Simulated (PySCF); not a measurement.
A single B atom.

Basis set: cc-pVTZ (spherical functions). Left uncorrelated: 1 orbital. Charge 1, multiplicity 1.

Starred EOM-CCSD(T)(a) on the restricted Hartree–Fock determinant with PySCF 2.14.0; the energies are vertical.

Task: The solver was asked for the few lowest roots only. Give the electron affinities of singlet B(+) among them whose weight of singles is over 0.7 (positive where the electron binds).

Result:

```csv
root,energy (eV),weight of singles
1,8.24,0.97
2,8.24,0.97
3,8.24,0.97
```

Higher main lines weren't sought.
